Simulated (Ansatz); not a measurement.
# CH8BN: the cost of one run

Program: Ansatz 0.2.0, Gaussian basis. Level of theory: PBE0-D4/def2-SVP. These are calculated values, not measurements.

22 further runs of the same task are left out: 22 set aside as unsound or not needed.

## (1) The system as given

The first end: 11 atoms, charge 0, spin multiplicity 1.

Atoms are counted from 1 here; the program's logs count them from 0.

Bond lengths: B1–C2 1.606 Å, B1–H3 1.218 Å, B1–H4 1.218 Å, B1–N6 1.649 Å, C2–H7 1.094 Å, C2–H8 1.098 Å, C2–H9 1.098 Å, H5–N6 1.016 Å, N6–H10 1.014 Å, N6–H11 1.016 Å. Angles: C2–B1–H3 114.5°, C2–B1–H4 114.5°, C2–B1–N6 107.1°, H3–B1–H4 111.9°, H3–B1–N6 103.8°, H4–B1–N6 103.8°, B1–C2–H7 110.0°, B1–C2–H8 113.6°, B1–C2–H9 113.6°, H7–C2–H8 106.0°, H7–C2–H9 106.0°, H8–C2–H9 107.2°, B1–N6–H5 110.8°, B1–N6–H10 110.8°, B1–N6–H11 110.8°, H5–N6–H10 108.2°, H5–N6–H11 107.9°, H10–N6–H11 108.2°.

As a file:

```tsv
atom	x (Å)	y (Å)	z (Å)
B1	-0.55671	-0.14746	-0.40393
C2	0.73294	0.67793	-0.88794
H3	-0.70848	-1.21955	-0.96107
H4	-1.58841	0.49875	-0.37547
H5	-0.18698	0.27322	1.74632
N6	-0.30667	-0.55697	1.17344
H7	0.61610	0.97460	-1.93455
H8	0.89546	1.60756	-0.32580
H9	1.66679	0.10161	-0.83878
H10	-1.09322	-1.08379	1.53810
H11	0.52919	-1.12602	1.26958
```

The second end:

```mol
CH8BN
  3D, bonds by distance, orders not assigned

 11  9  0  0  0  0  0  0  0  0999 V2000
   -1.2746   -0.9976    0.0167 B   0  0
    1.3835    1.3307   -0.8150 C   0  0
   -0.7563   -1.7070   -0.7963 H   0  0
   -2.0050   -0.1028   -0.2973 H   0  0
    1.2071    0.8882    0.1652 H   0  0
   -1.0251   -1.2214    1.3609 N   0  0
    0.6337    0.9644   -1.5158 H   0  0
    1.3141    2.4159   -0.7428 H   0  0
    2.3767    1.0524   -1.1671 H   0  0
   -1.4290   -0.6666    2.0962 H   0  0
   -0.4251   -1.9563    1.6951 H   0  0
  1  3  8  0
  1  4  8  0
  1  6  8  0
  2  5  8  0
  2  7  8  0
  2  8  8  0
  2  9  8  0
  6 10  8  0
  6 11  8  0
M  END
```

## (2) The band at PBE0-D4/def2-SVP

neb/in.yaml

```yaml
crystal:
  periodic: [false, false, false]
  atoms:
    - {symbol: B, position_ang: [-0.556713, -0.147461, -0.403926]}
    - {symbol: C, position_ang: [0.732937, 0.677930, -0.887941]}
    - {symbol: H, position_ang: [-0.708483, -1.219547, -0.961068]}
    - {symbol: H, position_ang: [-1.588415, 0.498753, -0.375471]}
    - {symbol: H, position_ang: [-0.186978, 0.273219, 1.746320]}
    - {symbol: N, position_ang: [-0.306673, -0.556967, 1.173439]}
    - {symbol: H, position_ang: [0.616103, 0.974599, -1.934553]}
    - {symbol: H, position_ang: [0.895456, 1.607563, -0.325799]}
    - {symbol: H, position_ang: [1.666791, 0.101613, -0.838780]}
    - {symbol: H, position_ang: [-1.093217, -1.083786, 1.538100]}
    - {symbol: H, position_ang: [0.529191, -1.126016, 1.269577]}
basis:
  gaussian: {orbitals: def2-SVP}
hamiltonian: {xc: pbe0, dispersion: d4}
neb:
  images: 5
  climbing: true
  max_iterations: 40
  initial_path: idpp
  final_atoms:
    - {symbol: B, position_ang: [-1.274586, -0.997577, 0.016736]}
    - {symbol: C, position_ang: [1.383539, 1.330690, -0.814982]}
    - {symbol: H, position_ang: [-0.756323, -1.706971, -0.796286]}
    - {symbol: H, position_ang: [-2.005036, -0.102786, -0.297323]}
    - {symbol: H, position_ang: [1.207082, 0.888179, 0.165209]}
    - {symbol: N, position_ang: [-1.025081, -1.221437, 1.360867]}
    - {symbol: H, position_ang: [0.633684, 0.964357, -1.515770]}
    - {symbol: H, position_ang: [1.314088, 2.415916, -0.742831]}
    - {symbol: H, position_ang: [2.376691, 1.052447, -1.167083]}
    - {symbol: H, position_ang: [-1.428966, -0.666631, 2.096248]}
    - {symbol: H, position_ang: [-0.425090, -1.956287, 1.695117]}
```

The run is started by

```sh
ansatz run in.yaml --threads 2 --pin off --events-out ev --progress --plain --max-ram 4352MiB
```

**Question.** How long does this run take on 2 threads of Arm Neoverse V1, shared host?

About 2.8 min.
